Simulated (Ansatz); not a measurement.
**How the TA phonon frequency at L of zinc-blende GaP moves with the method**

No measured value is used here.

```json
[
 {"level (code)": "LDA (Ansatz)", "value (cm⁻¹)": "79", "cell (Å³/atom)": "19.59"},
 {"level (code)": "PBE (Ansatz)", "value (cm⁻¹)": "80", "cell (Å³/atom)": "20.87"},
 {"level (code)": "r²SCAN (Ansatz)", "value (cm⁻¹)": "(withheld)", "cell (Å³/atom)": "20.25"},
 {"level (code)": "B3LYP (VWN-RPA form) (Ansatz)", "value (cm⁻¹)": "89", "cell (Å³/atom)": "21.15"},
 {"level (code)": "LC-ωPBE (Ansatz)", "value (cm⁻¹)": "(withheld)", "cell (Å³/atom)": "19.47"},
 {"level (code)": "PBE0 (Ansatz)", "value (cm⁻¹)": "85", "cell (Å³/atom)": "20.35"},
 {"level (code)": "Hartree–Fock (Ansatz)", "value (cm⁻¹)": "100", "cell (Å³/atom)": "21.35"}
]
```

Problem. Fill in the missing entries.

Solution. 
- r²SCAN (Ansatz, a first-principles code), value (cm⁻¹): 84
- LC-ωPBE (Ansatz), value (cm⁻¹): 91

Each level is taken at its own relaxed cell. Cutoffs and k meshes differ between the levels. Ansatz's density-functional and Hartree–Fock values are scalar-relativistic unless marked +SOC, with PAW data made under PBE.
